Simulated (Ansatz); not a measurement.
Species: CH$_{3}$O, SMILES `C[O]` (charge 0, multiplicity 2).

Give a relaxed geometry from CAM-B3LYP-D3(BJ)/def2-TZVP (Ansatz, a quantum-chemistry and plane-wave program).

the end point of this relaxation (outside a Z-matrix the atoms follow the SMILES, hydrogens last).
Z-matrix (Å, degrees):
```
C
O 1 1.3598
H 1 1.0969 2 113.16
H 1 1.0971 3 111.60 2 -128.93
H 1 1.1054 3 106.62 4 -115.92
```
